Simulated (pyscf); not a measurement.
H₃Si–NH–SiH₃ + HF -> F–SiH₂–NH–SiH₃ + H₂, a four-centre exchange (singlet surface; H–Si, F–H broken, F–Si, H–H formed). Structures and frequencies: ωB97X-D3(BJ)/def2-SVP in PySCF. Energies in kcal/mol from the separated reactants.

Small-basis levels: PySCF, no dispersion term, spherical d functions. AM1 to PM7: differences of heats of formation from MOPAC, which are fitted to 298 K values and so differ in kind from electronic energies by zero-point and thermal terms. GFN2-xTB: tblite. Cost: rough CPU time at the saddle relative to B3LYP/6-31G*, from one job on a shared machine.

```tsv
level	barrier	reaction energy	cost
MP2/6-31G*	24.9	-43.9	0.1
B3LYP/STO-3G	33.0	-31.8	0.5
B3LYP/3-21G	11.3	-49.6	0.7
B3LYP/6-311+G**	29.2	-26.5	2
PBE/def2-SVP	12.7	-32.4	2
B3LYP/def2-SVP	20.5	-32.9	1
GFN2-xTB	33.8	-33.9	under 0.02
AM1	77.4	-29.5	under 0.02
PM7	33.9	-72.9	under 0.02
ωB97M-D3(BJ)/def2-TZVP	23.3	-33.3	–
```

Against the last row the barrier runs from -12.0 (B3LYP/3-21G) to +54.1 kcal/mol (AM1). ωB97M-D3(BJ)/def2-TZVP has limits of its own. The same reactants have a lower exit, to F–SiH₃ + H₂N–SiH₃ (barrier +10.0 kcal/mol at ωB97M-D3(BJ)/def2-TZVP, against +23.3 kcal/mol here). One saddle was located; it need not be the lowest between these sides.
